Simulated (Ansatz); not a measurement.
A nudged elastic band was laid between two geometries of AlClH2 + H2 (6 atoms, charge 0, multiplicity 1).

These are results of Ansatz, RKS r2SCAN-D4/def2-mTZVP, not measurements.

| Item | Value |
| --- | --- |
| movable images | 5 |
| climbing image | yes |
| spring | 5.0 eV/Å² |
| optimiser | quadratic models (default) |
| start path | through a guess of the saddle point |
| force threshold | 0.03 eV/Å |
| iteration limit | 60 |
| end points | relaxed |

First end point:

```xyz
6
Properties=species:S:1:pos:R:3
Al 0.001 0.200 0.210
Cl -0.017 0.880 2.209
H 1.402 0.066 -0.500
H -1.390 -0.020 -0.497
H 0.082 -2.292 0.510
H 0.068 -2.100 1.233
```

Last end point:

```xyz
6
Properties=species:S:1:pos:R:3
Al 0.021 -0.440 -0.339
Cl 0.009 -0.066 2.300
H 1.375 0.342 -0.627
H -1.379 0.255 -0.627
H 0.070 -2.020 -0.109
H 0.048 -1.337 2.568
```

(1) Which bonds break or form, and what moves?

(2) What energy profile does the band end with?

(3) What is the geometry of the highest image?

(4) What are the harmonic wavenumbers there?

The band took 7 iterations and roughly 90 core-seconds.

Results:

(1) Bonds broken: Al1–Cl2, H5–H6. Bonds formed: Al1–H5, Cl2–H6. AlClH2 + H2 becomes AlClH4.

(2) The run converged. The highest image is number 4 of 0 to 6, 1.52 eV above the first end and 0.09 eV above the last; the last end lies 1.44 eV above the first. A vibrational analysis at the climbing image gives one clearly imaginary mode, 419i cm⁻¹: a first-order saddle point. The orbitals stay closed-shell, which can raise the energy where a bond breaks towards radicals; this wasn't checked here.

| image | path coordinate (Å) | energy (eV) | Al1–Cl2 (Å) | H5–H6 (Å) | Al1–H5 (Å) |
| --- | --- | --- | --- | --- | --- |
| 0 | 0.00 | 0.00 | 2.11 | 0.75 | 2.51 |
| 1 | 0.48 | 0.05 | 2.13 | 0.75 | 2.24 |
| 2 | 0.96 | 0.40 | 2.20 | 0.79 | 1.96 |
| 3 | 1.44 | 1.30 | 2.39 | 1.10 | 1.73 |
| 4 | 1.91 | 1.52 | 2.61 | 1.68 | 1.62 |
| 5 | 2.34 | 1.47 | 2.64 | 2.19 | 1.60 |
| 6 | 2.77 | 1.44 | 2.67 | 2.76 | 1.60 |

(3) 
```xyz
6
Properties=species:S:1:pos:R:3
Al 0.019 -0.418 -0.195
Cl 0.010 -0.001 2.378
H 1.403 0.212 -0.637
H -1.398 0.136 -0.632
H 0.061 -1.943 0.362
H 0.048 -1.251 1.888
```

(4) 419i, 184, 361, 456, 597, 764, 818, 840, 1772, 1949, 1963, 2355 cm⁻¹.

Run time: 89 s on 1 thread of Arm Neoverse V1, with other jobs on the host, peak memory 0.11 GiB.
